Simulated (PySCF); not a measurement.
# J couplings in malonic acid

Cartesian coordinates in Å; atom numbers follow the order of the lines, from 1:
```xyz
11

O     1.7308   -0.7179    0.6395
C     1.2448   -0.0241   -0.2065
O     1.9486    0.8411   -0.9496
C    -0.2109   -0.0446   -0.5973
C    -1.0943    0.0570    0.6200
O    -0.9916    0.9008    1.4631
O    -2.0399   -0.8917    0.6329
H     2.8686    0.7767   -0.6551
H    -0.4409    0.7937   -1.2563
H    -0.4059   -0.9735   -1.1350
H    -2.5718   -0.7438    1.4283
```

Method: B3LYP/pcJ-2 (without the spin–dipole term)//PBE0-D3(BJ)/def2-TZVP, PySCF; isolated molecule, single conformer, non-relativistic. Couplings are averaged over pairs made equivalent by symmetry, fast rotation or ring inversion, so a value needn't be that of the named pair in this geometry, while other rotamers aren't included; one pair stands for each set, and the list holds those of at least 1.5 Hz over up to four bonds, among pairs with at least one C or H atom (others weren't computed).

Isotopes: ¹³C, ¹H, ¹⁷O. Couplings to quadrupolar nuclei such as 17O and 33S are rarely resolved in practice.

```
   pair  bonds  J (Hz)
 O1, C2      1    30.6
 C2, O3      1    33.8
 C2, C4      1       ?
 O3, H8      1   -76.5
 C4, H9      1   136.0
 O1, C4      2    -2.3
 C2, H8      2    -6.2
 C2, H9      2    -7.3
 O3, C4      2   -21.7
H9, H10      2   -16.8
 O1, H8      3       ?
 O1, H9      3    -1.6
 C2, O7      3       ?
 C4, H8      3       ?
```

Question: Estimate the withheld couplings, with signs.

Answer: 
- ¹J(C2,C4) = 60.2 Hz (bond length 1.507 Å)
- ³J(O1,H8) = 1.6 Hz (dihedral angle 0°)
- ³J(C2,O7) = -2.8 Hz (dihedral angle 130°)
- ³J(C4,H8) = 8.1 Hz (dihedral angle 178°)
